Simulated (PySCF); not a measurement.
**Ionisation energy of Ar by level of theory**

Ar [Ar] (1S) → Ar⁺ [Ne] 3s2 3p5 (2P), as a difference of total energies. All numbers are calculated (PySCF 2.14, scalar relativity by spin-free X2C-1e, in aug-cc-pCVTZ-DK). Correlated levels: valence: [Ne] frozen. The calculations carry no spin-orbit coupling.

```
           method  ionisation energy (eV)
              UHF                  14.539
    MP2 (valence)                  15.727
SCS-MP2 (valence)                  15.623
   CCSD (valence)                  15.536
CCSD(T) (valence)                  15.594
```

Q: How much does correlation contribute at CCSD(T) (valence)?

A: 15.594 − (14.539) = 1.055 eV, measured against UHF.

A first-order spin-orbit estimate (lowest level to lowest level, LS coupling) adds -0.056 eV.

Errors of the correlated levels include the incompleteness of this basis and the frozen core.

For comparison: 15.760 eV (measured; NIST Atomic Spectra Database, ionization energies).
